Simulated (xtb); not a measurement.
xtb single point, GFN2-xTB, ALPB implicit chloroform, on difluoromethane, CH2F2 (SMILES FCF), charge 0, multiplicity 1.

```
xtb m.xyz --gfn 2 --chrg 0 --uhf 0 --norestart --sp --alpb chcl3

5

F     -1.088648    -0.695861     0.000053
C      0.000094     0.092167    -0.000002
F      1.088648    -0.696474    -0.000114
H      0.000586     0.696427     0.917545
H      0.000388     0.696474    -0.917545
```

Output:

```

          ...................................................
          :                      SETUP                      :
          :.................................................:
          :  # basis functions                  14          :
          :  # atomic orbitals                  14          :
          :  # shells                            8          :
          :  # electrons                        20          :
          :  max. iterations                   250          :
          :  Hamiltonian                  GFN2-xTB          :
          :  restarted?                      false          :
          :  GBSA solvation                   true          :
          :  PC potential                    false          :
          :  electronic temp.          300.0000000     K    :
          :  accuracy                    1.0000000          :
          :  -> integral cutoff          0.2500000E+02      :
          :  -> integral neglect         0.1000000E-07      :
          :  -> SCF convergence          0.1000000E-05 Eh   :
          :  -> wf. convergence          0.1000000E-03 e    :
          :  Broyden damping             0.4000000          :
          :  net charge                          0          :
          :  unpaired electrons                  0          :
          ...................................................

 iter      E             dE          RMSdq      gap      omega  full diag
   1    -12.6418004 -0.126418E+02  0.592E+00   15.29       0.0  T
   2    -12.6716410 -0.298407E-01  0.302E+00   14.55       1.0  T
   3    -12.6721339 -0.492847E-03  0.120E+00   14.69       1.0  T
   4    -12.6722610 -0.127140E-03  0.149E-01   14.70       1.0  T
   5    -12.6722633 -0.222420E-05  0.220E-02   14.70       2.0  T
   6    -12.6722633 -0.546306E-07  0.323E-03   14.70      13.8  T
   7    -12.6722633 -0.670719E-08  0.581E-04   14.70      77.0  T
   8    -12.6722633 -0.156462E-10  0.289E-04   14.70     154.9  T

   *** convergence criteria satisfied after 8 iterations ***

         #    Occupation            Energy/Eh            Energy/eV
      -------------------------------------------------------------
         1        2.0000           -0.8601468             -23.4058
       ...           ...                  ...                  ...
         4        2.0000           -0.6043985             -16.4465
         5        2.0000           -0.5989605             -16.2985
         6        2.0000           -0.5981642             -16.2769
         7        2.0000           -0.5334529             -14.5160
         8        2.0000           -0.5242106             -14.2645
         9        2.0000           -0.5171542             -14.0725
        10        2.0000           -0.4783785             -13.0173 (HOMO)
        11                          0.0618867               1.6840 (LUMO)
        12                          0.0856973               2.3319
        13                          0.0943146               2.5664
        14                          0.1727601               4.7010
      -------------------------------------------------------------
                  HL-Gap            0.5402652 Eh           14.7014 eV
             Fermi-level           -0.2082459 Eh           -5.6667 eV


         :::::::::::::::::::::::::::::::::::::::::::::::::::::
         ::                     SUMMARY                     ::
         :::::::::::::::::::::::::::::::::::::::::::::::::::::
         :: total energy             -12.620293419730 Eh    ::
         :: total w/o Gsasa/hb       -12.621933208563 Eh    ::
         :: gradient norm              0.010513782913 Eh/a0 ::
         :: HOMO-LUMO gap             14.701364076308 eV    ::
         ::.................................................::
         :: SCC energy               -12.672263295780 Eh    ::
         :: -> isotropic ES            0.030586638604 Eh    ::
         :: -> anisotropic ES          0.000777633653 Eh    ::
         :: -> anisotropic XC         -0.009642546057 Eh    ::
         :: -> dispersion             -0.000968773662 Eh    ::
         :: -> Gsolv                  -0.003685413654 Eh    ::
         ::    -> Gelec               -0.005325202487 Eh    ::
         ::    -> Gsasa               -0.002251230411 Eh    ::
         ::    -> Ghb                  0.000000000000 Eh    ::
         ::    -> Gshift               0.003891019244 Eh    ::
         :: repulsion energy           0.051969876049 Eh    ::
         :: add. restraining           0.000000000000 Eh    ::
         :: total charge               0.000000000000 e     ::
         :::::::::::::::::::::::::::::::::::::::::::::::::::::

           -------------------------------------------------
          |                Property Printout                |
           -------------------------------------------------

    * Orbital Energies and Occupations

         #    Occupation            Energy/Eh            Energy/eV
      -------------------------------------------------------------
         1        2.0000           -0.8601468             -23.4058
         2        2.0000           -0.8524142             -23.1954
         3        2.0000           -0.6572957             -17.8859
         4        2.0000           -0.6043985             -16.4465
         5        2.0000           -0.5989605             -16.2985
         6        2.0000           -0.5981642             -16.2769
         7        2.0000           -0.5334529             -14.5160
         8        2.0000           -0.5242106             -14.2645
         9        2.0000           -0.5171542             -14.0725
        10        2.0000           -0.4783785             -13.0173 (HOMO)
        11                          0.0618867               1.6840 (LUMO)
        12                          0.0856973               2.3319
        13                          0.0943146               2.5664
        14                          0.1727601               4.7010
      -------------------------------------------------------------
                  HL-Gap            0.5402652 Eh           14.7014 eV
             Fermi-level           -0.2082459 Eh           -5.6667 eV

     #   Z          covCN         q      C6AA      α(0)
     1   9 F        0.785    -0.236    11.609     4.025
     2   6 C        3.414     0.272    19.056     6.702
     3   9 F        0.785    -0.236    11.611     4.025
     4   1 H        0.923     0.100     1.786     2.090
     5   1 H        0.923     0.100     1.786     2.090

 Mol. C6AA /au·bohr⁶  :        188.708583
 Mol. C8AA /au·bohr⁸  :       3657.559232
 Mol. α(0) /au        :         18.932682

Wiberg/Mayer (AO) data.
largest (>0.10) Wiberg bond orders for each atom

 ---------------------------------------------------------------------------
     #   Z sym  total        # sym  WBO       # sym  WBO       # sym  WBO
 ---------------------------------------------------------------------------
     1   9 F    1.034 --     2 C    0.954
     2   6 C    3.817 --     1 F    0.954     4 H    0.954     5 H    0.954
                             3 F    0.954
     3   9 F    1.033 --     2 C    0.954
     4   1 H    0.990 --     2 C    0.954
     5   1 H    0.990 --     2 C    0.954
 ---------------------------------------------------------------------------


molecular dipole:
                 x           y           z       tot (Debye)
 q only:       -0.000       0.930       0.000
   full:       -0.000       1.052       0.000       2.673
molecular quadrupole (traceless):
                xx          xy          yy          xz          yz          zz
 q only:       -2.064       0.002       0.236       0.000      -0.000       1.829
  q+dip:       -3.953       0.003       0.132       0.001      -0.000       3.822
   full:       -3.311       0.002       0.192       0.001      -0.000       3.120

           -------------------------------------------------
          | TOTAL ENERGY              -12.620293419730 Eh   |
          | GRADIENT NORM               0.010513782913 Eh/α |
          | HOMO-LUMO GAP              14.701364076308 eV   |
           -------------------------------------------------
```

The total energy is -343.42 eV, -0.08 eV from the same level's vacuum run.
